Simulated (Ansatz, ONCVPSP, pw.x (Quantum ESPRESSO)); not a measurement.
**pw.x on bcc Mo: one setting changed**

Potential: optimised norm-conserving Vanderbilt (ONCV), ONCVPSP 4.0.1.1 (patched build), PBE; core [Ar] 3d10, reference 4s2 4p6 4d5 5s0.75; waves: 4s+5s: rc 2.15 bohr, ncon 4, nbas 7, qcut 5.6 1/bohr, 2 projectors; 4p: rc 1.90 bohr, ncon 3, nbas 7, qcut 5.9 1/bohr, 1 projector; 4d: rc 2.65 bohr, ncon 3, nbas 8, qcut 6.9 1/bohr, 2 projectors, debl 3 Ha; local part: polynomial inside 1.86 bohr (lpopt 4, dvloc0 0 Ha); core correction: Teter function, fcfact 2.5, rcfact 1.55.

The reference run (k-mesh 15³, cutoffs 50/200 Ry, Fermi–Dirac 0.01 Ry, mixing_beta 0.4, conv_thr 1e-9, no spin) gives 2.11 GPa at 15.802 Å³/atom, where all-electron LAPW gives -0.00 GPa. This run, with its own iteration cap, changes diagonalization to rmm-davidson.

```
&control
  calculation='scf', prefix='x', pseudo_dir='./', outdir='./tmp', tstress=.true., disk_io='none'
/
&system
  ibrav=0, nat=1, ntyp=1, ecutwfc=50, ecutrho=200, nbnd=15,
  occupations='smearing', smearing='fd', degauss=0.01
/
&electrons
  conv_thr=1e-09, mixing_beta=0.4, electron_maxstep=70, diagonalization='rmm-davidson'
/
ATOMIC_SPECIES
Mo 1.0 Mo.UPF
CELL_PARAMETERS angstrom
  -1.58082582 1.58082582 1.58082582
  1.58082582 -1.58082582 1.58082582
  1.58082582 1.58082582 -1.58082582
ATOMIC_POSITIONS crystal
Mo 0.0000 0.0000 0.0000
K_POINTS automatic
15 15 15 0 0 0
```

```bash
pw.x < Mo.scf.in > Mo.scf.out
```

**Question.** How does the run end?

**Answer.** It converges in 10 iterations; the free energy moves by +0.0 meV/atom and the pressure by +0.01 GPa. The result is that of the reference run.

```
Message from routine setup:
     using ibrav=0 with symmetry is DISCOURAGED, use correct ibrav instead
     lattice parameter (alat)  =       5.1742  a.u.
     unit-cell volume          =     106.6372 (a.u.)^3
     number of electrons       =        14.00
     number of Kohn-Sham states=           15
     kinetic-energy cutoff     =      50.0000  Ry
     charge density cutoff     =     200.0000  Ry
     scf convergence threshold =      1.0E-09
     Exchange-correlation= PBE
     number of k points=   120  Fermi-Dirac smearing, width (Ry)=  0.0100
     iteration #  1     ecut=    50.00 Ry     beta= 0.40
     total energy              =    -142.72376231 Ry
     estimated scf accuracy    <       0.27004361 Ry
     iteration #  2     ecut=    50.00 Ry     beta= 0.40
     total energy              =    -142.73614627 Ry
     estimated scf accuracy    <       0.02636005 Ry
     iteration #  3     ecut=    50.00 Ry     beta= 0.40
     total energy              =    -142.74019407 Ry
     estimated scf accuracy    <       0.00132159 Ry
     iteration #  4     ecut=    50.00 Ry     beta= 0.40
     total energy              =    -142.74029692 Ry
     estimated scf accuracy    <       0.00003135 Ry
     iteration #  5     ecut=    50.00 Ry     beta= 0.40
     total energy              =    -142.74030103 Ry
     estimated scf accuracy    <       0.00000541 Ry
     iteration #  6     ecut=    50.00 Ry     beta= 0.40
     total energy              =    -142.74029779 Ry
     estimated scf accuracy    <       0.00001154 Ry
     iteration #  7     ecut=    50.00 Ry     beta= 0.40
     total energy              =    -142.74029896 Ry
     estimated scf accuracy    <       0.00000003 Ry
     iteration #  8     ecut=    50.00 Ry     beta= 0.40
     total energy              =    -142.74029897 Ry
     estimated scf accuracy    <       0.00000001 Ry
     iteration #  9     ecut=    50.00 Ry     beta= 0.40
     total energy              =    -142.74029897 Ry
     estimated scf accuracy    <          1.1E-09 Ry
     iteration # 10     ecut=    50.00 Ry     beta= 0.40
     the Fermi energy is    21.0069 ev
!    total energy              =    -142.74029897 Ry
     estimated scf accuracy    <          3.0E-11 Ry
     smearing contrib. (-TS)   =      -0.00299741 Ry
     The total energy is F=E-TS. E is the sum of the following terms:
     one-electron contribution =     -19.20304251 Ry
     hartree contribution      =      18.52166935 Ry
     xc contribution           =     -22.67001023 Ry
     ewald contribution        =    -119.38591817 Ry
     convergence has been achieved in  10 iterations
          total   stress  (Ry/bohr**3)                   (kbar)     P=       21.19
     Message from routine punch:
     Nothing written, as per user request (disk_io='none')
```

The run took about 26 s on one core of a shared host (Neoverse-N1, 64 threads, 124 GiB, load 58).
